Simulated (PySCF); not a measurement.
**Electronic absorption of pyrimidine**

Species: pyrimidine, C4H4N2.
SMILES: `C1=CN=CN=C1`

The calculation used TDDFT CAM-B3LYP/def2-SVPD, vertical, gas phase, core orbitals frozen in the response in PySCF. Isolated species at its GFN2-xTB geometry, gas phase.

Problem. What does the calculation give for the low-lying excited states?

Solution. 

```tsv
state	E (eV)	ν̃ (cm⁻¹)	f	symmetry	main configurations (H = HOMO, L = LUMO)
S1	4.55	36690	0.0055	B1 or B2	H→L (99%)
S2	4.88	39370	0.0000	–	H→L+1 (99%)
S3	5.95	48010	0.044	B1 or B2	H-1→L (74%), H-3→L+1 (24%)
S4	5.95	48030	0.0004	–	H-2→L (96%)
S5	6.22	50170	0.0056	B1 or B2	H-2→L+1 (99%)
S6	6.82	55000	0.049	A1	H-1→L+1 (75%), H-3→L (23%)
S7	7.42	59810	0.0001	–	H→L+2 (87%), H→L+4 (8%)
S8	7.80	62890	0.446	A1	H-3→L (72%), H-1→L+1 (22%)
```

Triplets (Tamm–Dancoff): T1 4.02 eV, H→L (96%); T2 4.56 eV, H→L+1 (89%); T3 4.56 eV, H-1→L+1 (72%), H-3→L (24%).

The lowest singlet lies at 4.55 eV (273 nm, ultraviolet) and is weak; its leading configuration is HOMO→LUMO (99%). The strongest level in the table is S8 at 7.80 eV (159 nm, f = 0.446). It is the last of those listed, so stronger ones may follow. S3/S4 lie within about 0.01 eV of each other. Löwdin shares by element: HOMO nitrogen 69%, carbon 14% or more (atoms not listed hold the other 17%); LUMO carbon 43% or more, nitrogen 36% (atoms not listed hold the other 20%). Of the 8 states listed, 3 reach f = 0.01 and 3 stay under 0.0005. The oscillator strengths of these states sum to 0.551; summed over the whole spectrum of an exact calculation they would give the number of electrons, 42 (Thomas–Reiche–Kuhn). Weighted by f, the mean energy of these states is 7.51 eV. Symmetry labels in C2v follow from the direction of the transition dipole and are given only for states with f of 0.002 or more; B1 and B2 swap with the choice of axes. Singlets were solved by full linear response, triplets in the Tamm–Dancoff approximation.
